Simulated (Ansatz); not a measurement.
Reaction: C3H6O (SMILES C=CCO) → C3H5 (SMILES [CH2]C=C, doublet) + HO (SMILES [OH], doublet) (the C-O bond breaks)
Each species at its own B3LYP-D3(BJ)/def2-TZVP minimum (Ansatz, a program for electronic structure), one conformer.

Total energies in hartree (Ansatz). UHF or UKS for unpaired electrons; spin-orbit terms are left out. Correlated methods leave the cores frozen. No relativity. The UHF reference of C3H5 ([CH2]C=C, doublet) is spin-contaminated (<S^2> up to 0.20 over the pure value in the sets run).

```tsv
species	HF/cc-pVTZ	CCSD(T)/cc-pVTZ	HF/cc-pVQZ	CCSD(T)/cc-pVQZ	CCSD(T)/cc-pVDZ	CCSDT(Q)/cc-pVDZ
1: C3H6O (SMILES C=CCO)	-191.99761	-192.80225	-192.01169	-192.86203	-192.59676	-192.59913
2: C3H5 (SMILES [CH2]C=C, doublet)	-116.51146	-117.03223	-116.51898	-117.06590	-116.91163	-116.91406
3: HO (SMILES [OH], doublet)	-75.41896	-75.63769	-75.42557	-75.66159	-75.55935	-75.55979
```

Problem. Work out the bond dissociation energy (electronic) in kcal/mol: take Hartree-Fock from cc-pVQZ, extrapolate the CCSD(T) correlation energy as X^-3 (X = 3, 4), and add CCSDT(Q) - CCSD(T) in cc-pVDZ. 1 hartree = 627.51 kcal/mol.

Solution. 
Species 1: correlation (64·(-0.85034) - 27·(-0.80464))/37 = -0.88369; step -0.00237; E1 = -192.01169 + (-0.88369) + (-0.00237) = -192.89775
Species 2: correlation (64·(-0.54692) - 27·(-0.52077))/37 = -0.56600; step -0.00243; E2 = -116.51898 + (-0.56600) + (-0.00243) = -117.08741
Species 3: correlation (64·(-0.23602) - 27·(-0.21873))/37 = -0.24864; step -0.00044; E3 = -75.42557 + (-0.24864) + (-0.00044) = -75.67465
-1·E1 +1·E2 +1·E3 = 0.13569 hartree = 85.1 kcal/mol.
